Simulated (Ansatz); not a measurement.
Formation enthalpy of 1T (CdI2-type) TiSe₂ at several levels of theory

No measured value is used here.

```json
[
 {"level (code)": "LDA (Ansatz)", "value (eV/atom)": "-1.162"},
 {"level (code)": "PBE (Ansatz)", "value (eV/atom)": "-1.126"},
 {"level (code)": "PBEsol (Ansatz)", "value (eV/atom)": "-1.145"},
 {"level (code)": "PBE-D3(BJ) (Ansatz)", "value (eV/atom)": "-1.125"},
 {"level (code)": "PBE-D4 (Ansatz)", "value (eV/atom)": "-1.151"},
 {"level (code)": "rVV10 (Ansatz)", "value (eV/atom)": "-1.084"},
 {"level (code)": "PBE0 (Ansatz)", "value (eV/atom)": "-1.290"}
]
```

LDA, PBE, PBEsol, PBE0: the cell comes from a level without a dispersion term, which matters for the spacing of layers, chains or molecules. Each level is taken at its own relaxed cell. Ansatz's density-functional and Hartree–Fock values are scalar-relativistic unless marked +SOC, with PAW data made under PBE.

Ansatz is a program for electronic structure.
